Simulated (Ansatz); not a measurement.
For 1T (CdI2-type) CdI2, PBEsol+SOC (Ansatz, a first-principles code, plane waves, PAW) gives:

- lattice constant a = 4.225 Å
- lattice parameter c = 6.972 Å
- band gap at the measured cell = 1.96 eV

What does HSE06 (plane waves, PAW; Ansatz) give for the same quantities?


- lattice constant a: 4.296 Å (increases by 1.7 %)
- lattice parameter c: 7.619 Å (grows by 9.3 %)
- band gap at the measured cell: 3.31 eV (goes up by 1.35 eV)

For comparison: lattice constant a 4.244 Å (measured, temperature not stated, not corrected to a static lattice; as tabulated in de Haan, NBS Special Publication (1969), 233, by the Crystallography Open …); lattice parameter c 6.859 Å (measured, temperature not stated, no zero-point or thermal correction; as tabulated in de Haan, NBS Special Publication (1969), 233, by the Crystallography Open …).

Changes are worked out from the printed values.

Unless a cell is named, each level is at its own relaxed cell (PBEsol+SOC 35.93, HSE06 40.59 Å³/atom).

Levels without +SOC have no spin–orbit coupling; where heavier elements are present it shifts gaps, mostly down, and can invert bands. Density-functional gaps are differences of (generalised) Kohn–Sham levels.

Caveats: the cell comes from a level without a dispersion term, which matters for the spacing of layers, chains or molecules (PBEsol+SOC, HSE06). Ansatz's density-functional and Hartree–Fock values are scalar-relativistic unless marked +SOC, with PAW data made under PBE.
